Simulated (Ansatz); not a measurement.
This script for the Ansatz DFT code, driven from Python starts 5 runs on C₃H₃, SMILES C#C[CH2]. What input does the engine get in each?

`c3h3_relaxed_scan.py`:
```python
"""Relaxed scan of one distance in C3H3."""

from dataclasses import dataclass

import ansatz as az
import numpy as np


@dataclass(frozen=True)
class Settings:
    basis: str = "def2-SVP"
    functional: str = "pbe0"


cfg = Settings()

GEOMETRY = """
C    -1.22210   -0.64260   -0.57280
C    -0.27140   -0.13080   -0.12400
C     0.88160    0.42720    0.40700
H    -2.08690   -1.00400   -0.99790
H     1.83190    0.42280   -0.17530
H     0.90890    0.86340    1.41690
"""

molecule = az.Crystal.molecule()
for line in GEOMETRY.strip().splitlines():
    symbol, *xyz = line.split()
    molecule = molecule.atom(symbol, [float(v) for v in xyz])

model = molecule.calculation().basis(gaussian=cfg.basis).functional(cfg.functional).spin("collinear", total=1)
symbols = [site.symbol for site in molecule.cartesian_sites]
pairs = [(0, 1), (0, 3), (1, 2), (2, 4), (2, 5)]
print("held (A)   E (eV)        ", "  ".join(f"{symbols[i]}{i}-{symbols[j]}{j}" for i, j in pairs))
for length in [1.03, 1.11, 1.2, 1.34, 1.5]:
    summary = model.relax(constraints=[az.DistanceConstraint((2, 4), at=length)], force_tolerance=0.02, max_steps=60).run(threads=1).report
    xyz = np.array(summary["positions_ang"])
    print(f"{length:6.2f} {summary['free_energy_ev']:14.5f}  ", "  ".join(f"{np.linalg.norm(xyz[i] - xyz[j]):.3f}" for i, j in pairs))
```

Run 1:
```yaml
crystal:
  periodic: [false, false, false]
  atoms:
    - { symbol: C, position_ang: [-1.2221, -0.6426, -0.5728] }
    - { symbol: C, position_ang: [-0.2714, -0.1308, -0.124] }
    - { symbol: C, position_ang: [0.8816, 0.4272, 0.407] }
    - { symbol: H, position_ang: [-2.0869, -1.004, -0.9979] }
    - { symbol: H, position_ang: [1.8319, 0.4228, -0.1753] }
    - { symbol: H, position_ang: [0.9089, 0.8634, 1.4169] }
basis:
  gaussian:
    orbitals: def2-SVP
hamiltonian:
  xc: pbe0
magnetization:
  spin_polarized: true
  initial_magnetization: 1.0
relax:
  f_tol: 0.02
  max_steps: 60
  constraints:
    - { distance: [2, 4], at: 1.03 }
```

Run 2, against run 1:
```diff
-    - { distance: [2, 4], at: 1.03 }
+    - { distance: [2, 4], at: 1.11 }
```

Run 3, against run 1:
```diff
-    - { distance: [2, 4], at: 1.03 }
+    - { distance: [2, 4], at: 1.2 }
```

Run 4, against run 1:
```diff
-    - { distance: [2, 4], at: 1.03 }
+    - { distance: [2, 4], at: 1.34 }
```

Run 5, against run 1:
```diff
-    - { distance: [2, 4], at: 1.03 }
+    - { distance: [2, 4], at: 1.5 }
```

```console
$ python c3h3_relaxed_scan.py
held (A)   E (eV)         C0-C1  C0-H3  C1-C2  C2-H4  C2-H5
DeckWarning: relax.constraints: the input's atoms, or those drawn, lie off the distances that are held; a relaxation that starts there is brought onto them ahead of its first SCF, by positions alone, [...]
  1.03    -3150.16693   1.232  1.074  1.371  1.030  1.093
  1.11    -3150.24211   1.232  1.074  1.370  1.110  1.093
  1.20    -3150.08126   1.232  1.074  1.369  1.200  1.092
  1.34    -3149.55307   1.233  1.074  1.364  1.340  1.092
  1.50    -3148.78729   1.234  1.074  1.359  1.500  1.090
```
(Warnings from the package without file and line, shortened, repeats left out.)

Reading the output:
- These settings explore the input space; basis and method may be short of convergence.
- The energies are electronic: no zero-point or thermal terms, and the basis set is short of its limit.
- The run takes the species as open-shell (spin multiplicity 2), which needn't be its ground state.
- Run time: 56 s on 1 thread of Arm Neoverse V2, with other jobs on the host, peak memory 0.2 GiB.
